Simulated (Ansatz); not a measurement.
`CC(C)(C)C=O`, 16 atoms. Total charge 0; spin multiplicity 1. Hardware: A = 2 threads of an AMD EPYC 7R13 on a shared host; B = 2 threads of an AMD EPYC 7R13 on a shared host and a share of an NVIDIA H100 80 GB. Correlated methods freeze the cores. Open-shell runs search over several starts.

Task: Give the basis size and wall time and peak host memory of each of these runs in Ansatz. UKS ωB97M-V/def2-TZVPP energy of the cation [B]; RHF-CCSD(T)/def2-SVP energy [B]; RKS r2SCAN0-D4/def2-TZVPP energy [B]; RKS PBE0-D4/def2-QZVPP energy [B]; RKS PBE0-D4/def2-TZVP relaxation (6 steps) [B]; RKS ωB97M-V/def2-SVP energy [A]; UHF-CCSD(T)/def2-TZVPP energy of the cation [B]; RKS CAM-B3LYP-D4/def2-TZVPP energy [B]; UHF-MP2/def2-QZVPP energy of the cation [B]; RKS ωB97X-V/def2-TZVPP energy [B]; RKS PBE0-D4/def2-TZVP frequencies [B]; RKS PBE0-D4/def2-SVP energy [A]. (An estimate is asked.)

Result: The calculation gave: Other jobs shared the machine, so times are rough.

```json
{"level": "RKS PBE0-D4/def2-SVP", "job": "energy [A]", "functions": "134", "wall time": "2.7 s", "peak host memory (GiB)": "0.67"}
{"level": "RKS PBE0-D4/def2-QZVPP", "job": "energy [B]", "functions": "642", "wall time": "7.5 s", "peak host memory (GiB)": "1.2"}
{"level": "RKS r2SCAN0-D4/def2-TZVPP", "job": "energy [B]", "functions": "326", "wall time": "8.5 s", "peak host memory (GiB)": "0.87"}
{"level": "RKS ωB97M-V/def2-SVP", "job": "energy [A]", "functions": "134", "wall time": "8.5 s", "peak host memory (GiB)": "0.67"}
{"level": "RHF-CCSD(T)/def2-SVP", "job": "energy [B]", "functions": "134", "wall time": "9.5 s", "peak host memory (GiB)": "0.78"}
{"level": "RKS ωB97X-V/def2-TZVPP", "job": "energy [B]", "functions": "326", "wall time": "11 s", "peak host memory (GiB)": "0.91"}
{"level": "RKS CAM-B3LYP-D4/def2-TZVPP", "job": "energy [B]", "functions": "326", "wall time": "12 s", "peak host memory (GiB)": "0.85"}
{"level": "UKS ωB97M-V/def2-TZVPP", "job": "energy of the cation [B]", "functions": "326", "wall time": "12 s", "peak host memory (GiB)": "1.1"}
{"level": "UHF-MP2/def2-QZVPP", "job": "energy of the cation [B]", "functions": "642", "wall time": "13 s", "peak host memory (GiB)": "1.3"}
{"level": "UHF-CCSD(T)/def2-TZVPP", "job": "energy of the cation [B]", "functions": "326", "wall time": "32 s", "peak host memory (GiB)": "1.5"}
{"level": "RKS PBE0-D4/def2-TZVP", "job": "relaxation (6 steps) [B]", "functions": "246", "wall time": "34 s", "peak host memory (GiB)": "0.86"}
{"level": "RKS PBE0-D4/def2-TZVP", "job": "frequencies [B]", "functions": "246", "wall time": "4.5 min", "peak host memory (GiB)": "0.86"}
```
